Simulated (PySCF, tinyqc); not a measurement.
Inside a calculation. Method: RHF in the sto-3g basis, for OH-, spin multiplicity 1. The basis has no diffuse functions, so it cannot describe the extra electron: this is an exercise in the method, not the real anion. The lowest restricted solution is unstable here: a spin-polarised one lies 0.0057 hartree lower (PySCF). Computed by tinyqc, a small Python program that keeps every step (integrals from PySCF). Settings: charge = -1, multiplicity = 1, basis = sto-3g, energy threshold = 1e-09, iteration cap = 83, orthogonalisation = symmetric, start = Wolfsberg-Helmholz matrix, DIIS depth = 6, method = RHF. Command: `OMP_NUM_THREADS=1 python tinyqc.py 24109 24110 out.jsonl` (the two numbers bound the seeds that draw the settings). One thread of a shared host (Intel(R) Xeon(R) Processor @ 2.60GHz), about 0.05 s of CPU time with the checks. Later iterations appear only in the table of the cycle.

## One-electron integrals

Geometry (angstrom):
```
atom         x         y         z
O     0.000000  0.000000  0.000000
H     0.000000  0.000000  1.610000
```

Basis sto-3g: exponents (1/bohr^2) and contraction coefficients of normalised primitives:
```
element  l (shell)    exponent  coefficient
O            s (1)  130.709320     0.154329
O            s (1)   23.808861     0.535328
O            s (1)    6.443608     0.444635
O            s (2)    5.033151    -0.099967
O            s (2)    1.169596     0.399513
O            s (2)    0.380389     0.700115
O            p (3)    5.033151     0.155916
O            p (3)    1.169596     0.607684
O            p (3)    0.380389     0.391957
H            s (1)    3.425251     0.154329
H            s (1)    0.623914     0.535328
H            s (1)    0.168855     0.444635
```

Overlap, kinetic and nuclear-attraction integrals over the contracted functions; the nuclear repulsion is the sum of Za Zb / Rab.

nuclear repulsion = 2.62945198 hartree

overlap S:
```
           1O 1s     1O 2s    1O 2px    1O 2py    1O 2pz     2H 1s
1O 1s   1.000000  0.236704  0.000000  0.000000  0.000000  0.012086
1O 2s   0.236704  1.000000  0.000000  0.000000  0.000000  0.162704
1O 2px  0.000000  0.000000  1.000000  0.000000  0.000000  0.000000
1O 2py  0.000000  0.000000  0.000000  1.000000  0.000000  0.000000
1O 2pz  0.000000  0.000000  0.000000  0.000000  1.000000  0.165735
2H 1s   0.012086  0.162704  0.000000  0.000000  0.165735  1.000000
```

kinetic energy T (hartree):
```
            1O 1s      1O 2s    1O 2px    1O 2py    1O 2pz      2H 1s
1O 1s   29.003200  -0.168011  0.000000  0.000000  0.000000  -0.003363
1O 2s   -0.168011   0.808128  0.000000  0.000000  0.000000  -0.013395
1O 2px   0.000000   0.000000  2.528731  0.000000  0.000000   0.000000
1O 2py   0.000000   0.000000  0.000000  2.528731  0.000000   0.000000
1O 2pz   0.000000   0.000000  0.000000  0.000000  2.528731   0.018053
2H 1s   -0.003363  -0.013395  0.000000  0.000000  0.018053   0.760032
```

nuclear attraction V (hartree):
```
             1O 1s      1O 2s     1O 2px     1O 2py     1O 2pz      2H 1s
1O 1s   -60.947136  -7.260880   0.000000   0.000000  -0.005487  -0.379420
1O 2s    -7.260880  -9.380572   0.000000   0.000000  -0.069200  -1.031536
1O 2px    0.000000   0.000000  -9.297588   0.000000   0.000000   0.000000
1O 2py    0.000000   0.000000   0.000000  -9.297588   0.000000   0.000000
1O 2pz   -0.005487  -0.069200   0.000000   0.000000  -9.329073  -0.893580
2H 1s    -0.379420  -1.031536   0.000000   0.000000  -0.893580  -3.849498
```

core Hamiltonian H = T + V (hartree):
```
             1O 1s      1O 2s     1O 2px     1O 2py     1O 2pz      2H 1s
1O 1s   -31.943936  -7.428891   0.000000   0.000000  -0.005487  -0.382783
1O 2s    -7.428891  -8.572444   0.000000   0.000000  -0.069200  -1.044931
1O 2px    0.000000   0.000000  -6.768857   0.000000   0.000000   0.000000
1O 2py    0.000000   0.000000   0.000000  -6.768857   0.000000   0.000000
1O 2pz   -0.005487  -0.069200   0.000000   0.000000  -6.800342  -0.875527
2H 1s    -0.382783  -1.044931   0.000000   0.000000  -0.875527  -3.089466
```

## Two-electron integrals

Functions are numbered as in S; the eight-fold symmetry (ij|kl) = (ji|kl) = (kl|ij) leaves the list below.

Two-electron integrals (ij|kl) in chemists' order, unique and non-zero (hartree):
```
(11|11) 4.785065   (21|11) 0.741380   (21|21) 0.136873   (22|11) 1.118947
(22|21) 0.256633   (22|22) 0.817206   (31|31) 0.024477   (32|31) 0.037809
(32|32) 0.180518   (33|11) 1.115814   (33|21) 0.256684   (33|22) 0.817023
(33|33) 0.880159   (41|41) 0.024477   (42|41) 0.037809   (42|42) 0.180518
(43|43) 0.047444   (44|11) 1.115814   (44|21) 0.256684   (44|22) 0.817023
(44|33) 0.785270   (44|44) 0.880159   (51|51) 0.024477   (52|51) 0.037809
(52|52) 0.180518   (53|53) 0.047444   (54|54) 0.047444   (55|11) 1.115814
(55|21) 0.256684   (55|22) 0.817023   (55|33) 0.785270   (55|44) 0.785270
(55|55) 0.880159   (61|11) 0.038284   (61|21) 0.007015   (61|22) 0.013092
(61|33) 0.013073   (61|44) 0.013073   (61|51) 0.000293   (61|52) 0.000558
(61|55) 0.013132   (61|61) 0.000363   (62|11) 0.117092   (62|21) 0.027299
(62|22) 0.099645   (62|33) 0.097919   (62|44) 0.097919   (62|51) 0.001987
(62|52) 0.016970   (62|55) 0.102994   (62|61) 0.001426   (62|62) 0.016865
(63|31) 0.002540   (63|32) 0.015920   (63|53) 0.003320   (63|63) 0.002136
(64|41) 0.002540   (64|42) 0.015920   (64|54) 0.003320   (64|64) 0.002136
(65|11) 0.096702   (65|21) 0.022800   (65|22) 0.089035   (65|33) 0.085426
(65|44) 0.085426   (65|51) 0.003877   (65|52) 0.029240   (65|55) 0.096151
(65|61) 0.001226   (65|62) 0.018383   (65|65) 0.021964   (66|11) 0.327824
(66|21) 0.077575   (66|22) 0.326002   (66|33) 0.316879   (66|44) 0.316879
(66|51) 0.005361   (66|52) 0.065647   (66|55) 0.344066   (66|61) 0.004051
(66|62) 0.078554   (66|65) 0.099028   (66|66) 0.774606
```

## Orthogonalisation

S = U s U^T; symmetric (Loewdin) form X = U s^(-1/2) U^T, so that X^T S X = 1.

eigenvalues of S: 0.700184  0.865529  1.000000  1.000000  1.122390  1.311897

X:
```
            1O 1s      1O 2s    1O 2px    1O 2py     1O 2pz      2H 1s
1O 1s    1.022107  -0.124072  0.000000  0.000000  -0.001365   0.009202
1O 2s   -0.124072   1.032833  0.000000  0.000000   0.010825  -0.086196
1O 2px   0.000000   0.000000  1.000000  0.000000   0.000000   0.000000
1O 2py   0.000000   0.000000  0.000000  1.000000   0.000000   0.000000
1O 2pz  -0.001365   0.010825  0.000000  0.000000   1.010729  -0.085816
2H 1s    0.009202  -0.086196  0.000000  0.000000  -0.085816   1.021256
```

## Starting guess

The start is the generalised Wolfsberg-Helmholz matrix (K = 1.75) built on H; D = 2 C_occ C_occ^T.

D at the start:
```
            1O 1s      1O 2s    1O 2px    1O 2py     1O 2pz      2H 1s
1O 1s    2.111492  -0.472117  0.000000  0.000000   0.022371  -0.076435
1O 2s   -0.472117   2.004284  0.000000  0.000000  -0.083594   0.244333
1O 2px   0.000000   0.000000  2.000000  0.000000   0.000000   0.000000
1O 2py   0.000000   0.000000  0.000000  2.000000   0.000000   0.000000
1O 2pz   0.022371  -0.083594  0.000000  0.000000   1.941372   0.141400
2H 1s   -0.076435   0.244333  0.000000  0.000000   0.141400   0.041826
```

## Iteration 1: building the Fock matrix

J_ij = sum D_kl (ij|kl), K_ij = sum D_kl (ik|jl); F = H + J - 0.5 K; E = tr D H + tr D J / 2 - 0.25 tr D K + E_nn.

Coulomb J (hartree):
```
            1O 1s      1O 2s    1O 2px    1O 2py     1O 2pz     2H 1s
1O 1s   18.368168   3.497560  0.000000  0.000000  -0.002979  0.179316
1O 2s    3.497560   8.697980  0.000000  0.000000  -0.009267  1.026566
1O 2px   0.000000   0.000000  8.689831  0.000000   0.000000  0.000000
1O 2py   0.000000   0.000000  0.000000  8.689831   0.000000  0.000000
1O 2pz  -0.002979  -0.009267  0.000000  0.000000   8.690909  0.903910
2H 1s    0.179316   1.026566  0.000000  0.000000   0.903910  3.295260
```

exchange K (hartree):
```
           1O 1s      1O 2s    1O 2px    1O 2py     1O 2pz     2H 1s
1O 1s   9.821027   1.712328  0.000000  0.000000   0.001642  0.090063
1O 2s   1.712328   2.807150  0.000000  0.000000  -0.033328  0.400469
1O 2px  0.000000   0.000000  2.333528  0.000000   0.000000  0.000000
1O 2py  0.000000   0.000000  0.000000  2.333528   0.000000  0.000000
1O 2pz  0.001642  -0.033328  0.000000  0.000000   2.318093  0.298629
2H 1s   0.090063   0.400469  0.000000  0.000000   0.298629  0.179562
```

Fock matrix F (hartree):
```
             1O 1s      1O 2s    1O 2px    1O 2py     1O 2pz      2H 1s
1O 1s   -18.486282  -4.787495  0.000000  0.000000  -0.009287  -0.248498
1O 2s    -4.787495  -1.278039  0.000000  0.000000  -0.061803  -0.218600
1O 2px    0.000000   0.000000  0.754210  0.000000   0.000000   0.000000
1O 2py    0.000000   0.000000  0.000000  0.754210   0.000000   0.000000
1O 2pz   -0.009287  -0.061803  0.000000  0.000000   0.731520  -0.120932
2H 1s    -0.248498  -0.218600  0.000000  0.000000  -0.120932   0.116013
```

total energy of this density = -73.08921430 hartree

## Iteration 1: diagonalisation and new density

Diagonalise F' = X^T F X, C = X C', fill 5 alpha and 5 beta electrons from the bottom; D = 2 C_occ C_occ^T. Each column has its largest component positive (the first on a tie).

F' = X^T F X (hartree):
```
            1          2         3         4          5          6
1  -18.122256  -2.601892  0.000000  0.000000  -0.010898   0.009762
2   -2.601892  -0.387501  0.000000  0.000000  -0.031185  -0.170020
3    0.000000   0.000000  0.754210  0.000000   0.000000   0.000000
4    0.000000   0.000000  0.000000  0.754210   0.000000   0.000000
5   -0.010898  -0.031185  0.000000  0.000000   0.768113  -0.197087
6    0.009762  -0.170020  0.000000  0.000000  -0.197087   0.177031
```

orbital energies (hartree): MO1 -18.496126, MO2 -0.131482, MO3 0.234632, MO4 0.754210, MO5 0.754210, MO6 0.828364

coefficients C:
```
              MO1        MO2        MO3        MO4       MO5        MO6
1O 1s    0.994075  -0.216747   0.157748   0.000000  0.000000  -0.011622
1O 2s    0.024031   0.811571  -0.653041   0.000000  0.000000   0.063234
1O 2px   0.000000   0.000000   0.000000   0.992937  0.118644   0.000000
1O 2py   0.000000   0.000000   0.000000  -0.118644  0.992937   0.000000
1O 2pz   0.000928   0.110311   0.187603   0.000000  0.000000   0.990804
2H 1s   -0.002417   0.474624   0.826641   0.000000  0.000000  -0.386309
```

D after iteration 1:
```
            1O 1s      1O 2s    1O 2px    1O 2py     1O 2pz      2H 1s
1O 1s    2.120097  -0.510066  0.000000  0.000000   0.013213   0.050251
1O 2s   -0.510066   2.171375  0.000000  0.000000  -0.065930  -0.309396
1O 2px   0.000000   0.000000  2.000000  0.000000   0.000000   0.000000
1O 2py   0.000000   0.000000  0.000000  2.000000   0.000000   0.000000
1O 2pz   0.013213  -0.065930  0.000000  0.000000   0.094729   0.414869
2H 1s    0.050251  -0.309396  0.000000  0.000000   0.414869   1.817218
```

Within a degenerate level the vectors are fixed only up to a rotation; this is one choice.

## Iteration 2: building the Fock matrix

As before.

Coulomb J (hartree):
```
            1O 1s     1O 2s    1O 2px    1O 2py    1O 2pz     2H 1s
1O 1s   16.994459  3.184168  0.000000  0.000000  0.007420  0.163440
1O 2s    3.184168  7.836371  0.000000  0.000000  0.110307  0.983723
1O 2px   0.000000  0.000000  7.870531  0.000000  0.000000  0.000000
1O 2py   0.000000  0.000000  0.000000  7.870531  0.000000  0.000000
1O 2pz   0.007420  0.110307  0.000000  0.000000  7.744912  0.909073
2H 1s    0.163440  0.983723  0.000000  0.000000  0.909073  4.056941
```

exchange K (hartree):
```
           1O 1s      1O 2s    1O 2px    1O 2py     1O 2pz     2H 1s
1O 1s   9.786337   1.640696  0.000000  0.000000   0.002583  0.089459
1O 2s   1.640696   2.527832  0.000000  0.000000  -0.005163  0.345906
1O 2px  0.000000   0.000000  2.262040  0.000000   0.000000  0.000000
1O 2py  0.000000   0.000000  0.000000  2.262040   0.000000  0.000000
1O 2pz  0.002583  -0.005163  0.000000  0.000000   0.780441  0.356210
2H 1s   0.089459   0.345906  0.000000  0.000000   0.356210  1.485765
```

Fock matrix F (hartree):
```
             1O 1s      1O 2s     1O 2px     1O 2py     1O 2pz      2H 1s
1O 1s   -19.842646  -5.065070   0.000000   0.000000   0.000641  -0.264073
1O 2s    -5.065070  -1.999989   0.000000   0.000000   0.043689  -0.234161
1O 2px    0.000000   0.000000  -0.029347   0.000000   0.000000   0.000000
1O 2py    0.000000   0.000000   0.000000  -0.029347   0.000000   0.000000
1O 2pz    0.000641   0.043689   0.000000   0.000000   0.554349  -0.144559
2H 1s    -0.264073  -0.234161   0.000000   0.000000  -0.144559   0.224593
```

total energy of this density = -73.92607322 hartree

## Iteration 2: DIIS over 2 matrices

error matrix X^T (FDS - SDF) X:
```
           1          2         3         4          5          6
1   0.000000  -0.000908  0.000000  0.000000  -0.009244   0.003784
2   0.000908   0.000000  0.000000  0.000000  -0.146668   0.039831
3   0.000000   0.000000  0.000000  0.000000   0.000000   0.000000
4   0.000000   0.000000  0.000000  0.000000   0.000000   0.000000
5   0.009244   0.146668  0.000000  0.000000   0.000000  -0.205601
6  -0.003784  -0.039831  0.000000  0.000000   0.205601   0.000000
```

B (overlaps of the stored error matrices):
```
                1               2
1   6.6518526e-01  -2.1264253e-01
2  -2.1264253e-01   1.3094081e-01
```

Minimise |sum c_i e_i|^2 with sum c_i = 1: solve [B -1; -1 0][c; lambda] = [0; -1] with B_ij = tr e_i^T e_j, and take F = sum c_i F_i.

DIIS coefficients: 0.281300  0.718700

extrapolated F (hartree):
```
             1O 1s      1O 2s    1O 2px    1O 2py     1O 2pz      2H 1s
1O 1s   -19.461100  -4.986988  0.000000  0.000000  -0.002151  -0.259691
1O 2s    -4.986988  -1.796905  0.000000  0.000000   0.014014  -0.229784
1O 2px    0.000000   0.000000  0.191068  0.000000   0.000000   0.000000
1O 2py    0.000000   0.000000  0.000000  0.191068   0.000000   0.000000
1O 2pz   -0.002151   0.014014  0.000000  0.000000   0.604188  -0.137913
2H 1s    -0.259691  -0.229784  0.000000  0.000000  -0.137913   0.194049
```

## Iteration 2: diagonalisation and new density

As before.

F' = X^T F X (hartree):
```
            1          2         3         4          5          6
1  -19.098215  -2.624869  0.000000  0.000000  -0.012403   0.003535
2   -2.624869  -0.900851  0.000000  0.000000   0.043219  -0.150975
3    0.000000   0.000000  0.191068  0.000000   0.000000   0.000000
4    0.000000   0.000000  0.000000  0.191068   0.000000   0.000000
5   -0.012403   0.043219  0.000000  0.000000   0.643155  -0.216872
6    0.003535  -0.150975  0.000000  0.000000  -0.216872   0.259707
```

orbital energies (hartree): MO1 -19.469289, MO2 -0.557346, MO3 0.181206, MO4 0.191068, MO5 0.191068, MO6 0.749224

coefficients C:
```
              MO1        MO2        MO3        MO4       MO5        MO6
1O 1s    0.994685  -0.260102   0.049236   0.000000  0.000000  -0.026628
1O 2s    0.021648   1.007611  -0.238408   0.000000  0.000000   0.130762
1O 2px   0.000000   0.000000   0.000000  -0.025556  0.999673   0.000000
1O 2py   0.000000   0.000000   0.000000   0.999673  0.025556   0.000000
1O 2pz   0.000409  -0.008779   0.358809   0.000000  0.000000   0.948808
2H 1s   -0.002065   0.098438   0.883163   0.000000  0.000000  -0.517854
```

D after iteration 2:
```
            1O 1s      1O 2s    1O 2px    1O 2py     1O 2pz      2H 1s
1O 1s    2.118949  -0.504572  0.000000  0.000000   0.040714   0.031651
1O 2s   -0.504572   2.145174  0.000000  0.000000  -0.188760  -0.222820
1O 2px   0.000000   0.000000  2.000000  0.000000   0.000000   0.000000
1O 2py   0.000000   0.000000  0.000000  2.000000   0.000000   0.000000
1O 2pz   0.040714  -0.188760  0.000000  0.000000   0.257643   0.632044
2H 1s    0.031651  -0.222820  0.000000  0.000000   0.632044   1.579341
```

Within a degenerate level the vectors are fixed only up to a rotation; this is one choice.

## Iteration 7 (converged): orbitals

converged F (hartree):
```
             1O 1s      1O 2s    1O 2px    1O 2py     1O 2pz      2H 1s
1O 1s   -19.624640  -5.020122  0.000000  0.000000  -0.008848  -0.262609
1O 2s    -5.020122  -1.878834  0.000000  0.000000   0.038655  -0.243201
1O 2px    0.000000   0.000000  0.102113  0.000000   0.000000   0.000000
1O 2py    0.000000   0.000000  0.000000  0.102113   0.000000   0.000000
1O 2pz   -0.008848   0.038655  0.000000  0.000000   0.572096  -0.194099
2H 1s    -0.262609  -0.243201  0.000000  0.000000  -0.194099   0.179473
```

As before.

F' = X^T F X (hartree):
```
            1          2         3         4          5          6
1  -19.261919  -2.629273  0.000000  0.000000  -0.022807   0.003577
2   -2.629273  -0.979387  0.000000  0.000000   0.074591  -0.160047
3    0.000000   0.000000  0.102113  0.000000   0.000000   0.000000
4    0.000000   0.000000  0.000000  0.102113   0.000000   0.000000
5   -0.022807   0.074591  0.000000  0.000000   0.620583  -0.273624
6    0.003577  -0.160047  0.000000  0.000000  -0.273624   0.256229
```

orbital energies (hartree): MO1 -19.632557, MO2 -0.637733, MO3 0.102113, MO4 0.102113, MO5 0.123797, MO6 0.781998

coefficients C:
```
              MO1        MO2        MO3       MO4        MO5        MO6
1O 1s    0.994790  -0.260242   0.000000  0.000000   0.041819  -0.033172
1O 2s    0.021232   1.010226   0.000000  0.000000  -0.208576   0.158662
1O 2px   0.000000   0.000000  -0.274542  0.961575   0.000000   0.000000
1O 2py   0.000000   0.000000   0.961575  0.274542   0.000000   0.000000
1O 2pz   0.000698  -0.027736   0.000000  0.000000   0.424080   0.921110
2H 1s   -0.001998   0.088199   0.000000  0.000000   0.846543  -0.577430
```

D after iteration 7:
```
            1O 1s      1O 2s    1O 2px    1O 2py     1O 2pz      2H 1s
1O 1s    2.118166  -0.501010  0.000000  0.000000   0.051293   0.020921
1O 2s   -0.501010   2.129024  0.000000  0.000000  -0.232915  -0.175019
1O 2px   0.000000   0.000000  2.000000  0.000000   0.000000   0.000000
1O 2py   0.000000   0.000000  0.000000  2.000000   0.000000   0.000000
1O 2pz   0.051293  -0.232915  0.000000  0.000000   0.361227   0.713109
2H 1s    0.020921  -0.175019  0.000000  0.000000   0.713109   1.448837
```

Within a degenerate level the vectors are fixed only up to a rotation; this is one choice.

## Convergence

Stop when the energy changes by less than 1e-09 hartree and every element of the error matrix X^T (F D S - S D F) X is below 9e-06.

Course of the cycle:
```
iteration   E (hartree)     change  largest element of the error matrix
1          -73.08921430          -                             5.14e-01
2          -73.92607322  -8.37e-01                             2.06e-01
3          -73.97853825  -5.25e-02                             8.35e-02
4          -73.98517774  -6.64e-03                             1.07e-02
5          -73.98526477  -8.70e-05                             1.68e-03
6          -73.98526684  -2.07e-06                             5.35e-06
7          -73.98526684  -2.52e-11                             6.15e-07
```

PySCF RHF in the same basis = -73.98526684 hartree

Converged in 7 iterations.

## Populations, bond orders and dipole

Mulliken: Z minus the diagonal of D S on the atom; Loewdin: the same with S^(1/2) D S^(1/2); Mayer order: 2 sum_s sum (D(s) S)_ij (D(s) S)_ji over the two atoms.

Charges (e):
```
atom   Mulliken    Loewdin
1O    -0.461199  -0.467742
2H    -0.538801  -0.532258
```

Mayer bond orders:
```
pair     order
2-1   0.709694
```

dipole moment about the origin, x y z (debye): 0.000000  0.000000  -3.666127
